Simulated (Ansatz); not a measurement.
The input, for Ansatz 0.2.0:

```yaml
crystal:
  periodic: [false, false, false]
  atoms:
    - {symbol: Cl, position_ang: [-0.028008, -0.126307, 2.194739]}
    - {symbol: B, position_ang: [-0.028841, 0.750947, 0.708704]}
    - {symbol: Ge, position_ang: [0.019123, -0.059558, -1.142857]}
    - {symbol: H, position_ang: [-0.083654, 0.680380, -2.435438]}
basis:
  gaussian: {orbitals: cc-pVDZ}
magnetization: {spin_polarized: true, initial_magnetization: 3}
correlation: {method: bccd_t, electrons: outside_noble_gas}
scf: {lower_state_search: off}
output: {forces: true}
```

```sh
$ ansatz run in.yaml --threads 1 --pin off --events-out ev --progress --plain --max-ram 2393MiB
```

Q: Roughly how long does this take on 1 thread of Intel Xeon Platinum 8488C, shared host, and how much host memory?

A: 10 s wall and 0.32 GiB.

```
these checks for a lower state are left out or cut short: starts, cluster_reference, orbital_swaps, neighbouring_geometries, increment
698 factors; integrals over basis functions are off by at most 1.1e-3 eV
mean field evaluation 1: about -69660.0245 eV, gradient 9.8e0 eV
mean field evaluation 2: about -69660.0604 eV, gradient 9.8e0 eV
mean field evaluation 4: about -69661.7522 eV, gradient 1.9e0 eV
mean field evaluation 8: about -69661.8515 eV, gradient 1.7e-1 eV
mean field -69661.85264002 eV, -2560.0258660211 hartree, gradient 2.0e-6 eV, S^2 3.759355; 0 other end points of the search recorded, 0 dependent functions left out
20 core orbitals not correlated: weight in the atoms' cores, before any rotation towards them, 0.999 or more for the frozen orbitals, at most 0.000 for the correlated occupied ones
reference -69661.85264002 eV, -2560.0258660211 hartree; 9, 6 occupied and 35, 38 virtual orbitals, 698 factors
second order -6.83054755 eV of doubles, -0.00000000 eV of singles
cycle   1  -7.49126418 eV  change   -6.6e-1 eV  update   7.9e-2
cycle   2  -7.73006402 eV  change   -2.4e-1 eV  update   3.1e-2
cycle   3  -7.78418145 eV  change   -5.4e-2 eV  update   1.9e-2
cycle   4  -7.77456121 eV  change    9.6e-3 eV  update   8.6e-3
cycle   5  -7.77116809 eV  change    3.4e-3 eV  update   3.5e-3
cycle   6  -7.77089205 eV  change    2.8e-4 eV  update   1.6e-3
cycle   7  -7.77100410 eV  change   -1.1e-4 eV  update   6.8e-4
cycle   8  -7.77113274 eV  change   -1.3e-4 eV  update   3.1e-4
cycle   9  -7.77108722 eV  change    4.6e-5 eV  update   1.6e-4
cycle  10  -7.77104759 eV  change    4.0e-5 eV  update   7.8e-5
cycle  11  -7.77106288 eV  change   -1.5e-5 eV  update   4.2e-5
cycle  12  -7.77105753 eV  change    5.3e-6 eV  update   2.3e-5
cycle  13  -7.77106157 eV  change   -4.0e-6 eV  update   1.5e-5
cycle  14  -7.77105195 eV  change    9.6e-6 eV  update   9.5e-6
cycle  15  -7.77105213 eV  change   -1.9e-7 eV  update   4.9e-6
cycle  16  -7.77105259 eV  change   -4.6e-7 eV  update   2.3e-6
cycle  17  -7.77105370 eV  change   -1.1e-6 eV  update   1.1e-6
cycle  18  -7.77105385 eV  change   -1.5e-7 eV  update   5.1e-7
perturbative correction -0.25789640 eV, -0.0094775179 hartree
the calculation of the forces begins
mean field evaluation 16: about -69661.8027 eV, gradient 2.3e-1 eV
Total energy: -69669.88159027 eV, -2560.3209245007 hartree
Atom 0 at    -0.028008    -0.126307     2.194739 Å, force     0.037069    -0.421743     0.533546 eV/Å
Atom 1 at    -0.028841     0.750947     0.708704 Å, force    -0.057561     0.728993    -0.313575 eV/Å
Atom 2 at     0.019123    -0.059558    -1.142857 Å, force     0.066442    -0.969264     0.623033 eV/Å
Atom 3 at    -0.083654     0.680380    -2.435438 Å, force    -0.045949     0.662014    -0.843005 eV/Å
Dipole moment:     0.010561    -0.110034    -0.212208 e Å
Checks for a lower state left out: starts, cluster_reference, orbital_swaps, neighbouring_geometries, increment
```

Forces (eV/Å):
```
Cl   0.037 -0.422  0.534
B   -0.058  0.729 -0.314
Ge   0.066 -0.969  0.623
H   -0.046  0.662 -0.843
```
